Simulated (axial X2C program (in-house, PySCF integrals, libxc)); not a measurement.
Excited states of PS⁺ by EOM-EE-CCSD

Computed with an axial X2C code built on PySCF integrals: two-component X2C with atomic mean-field Coulomb and Gaunt terms, Gaussian nuclei, basis S dyall-av3z, P dyall-av3z with contracted cores.

R = 1.829 Å (near the PBE0 minimum at charge 1 of the determinant lowest at the starting distance; the state shown can have its own minimum elsewhere).

Vertical excitation energies from the closed-shell determinant state of PS⁺:

```tsv
Ω	excitation (eV)	cm⁻¹	hole of the leading pair	particle of the leading pair	weight of the pair (for Ω = 0 its time-reversed partner can hold as much again)	singles weight
1	3.207	25869	56% S pπ, 29% P pπ, 7% P dπ	48% P pπ, 25% S pπ, 12% S dπ	0.51	0.95
0⁻	3.209	25880	56% S pπ, 29% P pπ, 7% P dπ	48% P pπ, 25% S pπ, 12% S dπ	0.24	0.95
2	3.932	31715	56% S pπ, 29% P pπ, 7% P dπ	49% P pπ, 24% S pπ, 12% S dπ	0.52	0.95
1	3.934	31733	56% S pπ, 29% P pπ, 7% P dπ	49% P pπ, 24% S pπ, 12% S dπ	0.94	0.95
3	3.935	31735	56% S pπ, 29% P pπ, 7% P dπ	48% P pπ, 25% S pπ, 12% S dπ	0.94	0.95
```

This point took 21 s on 1 thread of Arm Neoverse V1 (shared host).

Reference electrons by ω block (each with its −ω partner): 1/2: 12, 3/2: 3. 10 electrons of PS⁺ correlated (inner shells frozen), 88 natural virtual spinors (a truncated set); levels can be off by some tenths of an eV. Roots sought by Ω: (0: 5, 1: 4, 2: 3, 3: 1); rows need 60 % singles weight and stop where some Ω has no more roots. Missing are any skipped roots, higher Ω and states of a further excitation; these come out far too high here and may in truth be low or lowest. T1 of the reference 0.021 (Lee–Taylor). Number of frozen shells: S 2 s, 1 p; P 2 s, 1 p.
